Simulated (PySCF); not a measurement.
Atom-mapped SMILES (the numbers label the heavy atoms): `[N:1]#[C:2][c:3]1[cH:4][cH:5][cH:6][cH:7][cH:8]1`. Hydrogens are named by the atom that carries them.

GIAO PBE0/pcSseg-1 shifts (PySCF 2.14.0 with density-fitted response routines, gas phase, non-relativistic, equivalent atoms averaged), each against references optimised in the same way as the molecule (NH3, TMS).

On the GFN2-xTB geometry: N1 316.5, C4/C8 140.0, C6 137.7, C5/C7 134.5, C2 124.5, C3 117.8, H(C4)/H(C8) 8.00, H(C6) 7.84, H(C5)/H(C7) 7.78 ppm.

Problem. What changes on the PBE0-D3(BJ)/def2-SVP geometry?

Solution. 
```csv
atoms,δ (ppm),change
N1,320.1,+3.6
C4/C8,139.5,-0.5
C6,137.5,-0.2
C5/C7,134.3,-0.2
C2,124.2,-0.3
C3,118.3,+0.5
H(C4)/H(C8),7.77,-0.23
H(C6),7.65,-0.19
H(C5)/H(C7),7.58,-0.20
```

Bonds between heavy atoms that differ most (equivalent bonds averaged): C2–C3 1.414 → 1.433 Å, N1–C2 1.146 → 1.159 Å, C4–C5 1.382 → 1.391 Å, C5–C6 1.386 → 1.395 Å, C3–C4 1.395 → 1.403 Å. Mean change of bonds to hydrogen: C–H +0.012 Å.
